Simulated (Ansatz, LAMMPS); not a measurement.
Zone-centre LO phonon frequency (cm⁻¹) along a series of related solids, from the ionic model lewis1985c (core-shell, Buckingham; LAMMPS); LDA in Ansatz (plane waves, PAW).

```csv
solid,ionic model lewis1985c,LDA,measured
rock-salt MgO,728,715,710‡
rock-salt CaO,539,569,585‡
rock-salt SrO,444,473,485‡
rock-salt BaO,422,405,440‡
```

LDA less measured, from the printed values: rock-salt MgO +0.7 %, rock-salt CaO -2.7 %, rock-salt SrO -2.5 %, rock-salt BaO -8.0 %.

Members of the series are missing where a level wasn't run or failed, where a doubt is noted on the run or the magnetic state, for phases of high temperature or layered ones, and where values are held back for tests.

Spin–orbit coupling is left out, also for the solids with elements from indium on (rock-salt BaO); its size isn't shown.

Each level is taken at its own relaxed cell. Ansatz's density-functional and Hartree–Fock values are scalar-relativistic unless marked +SOC, with PAW data made under PBE.

Measured values are for low temperature or corrected to a static lattice; ‡ marks uncorrected values at room or unstated temperature. References as tabulated in Roshan et al. (2021), arXiv:2110.13857; He et al. (2014), arXiv:1309.4805.

Empirical potentials (ionic model lewis1985c) are fitted to chosen data: where that held the value shown, agreement is built in, and what lay outside the fit can be far off.

Ansatz is a quantum-chemistry and plane-wave program.
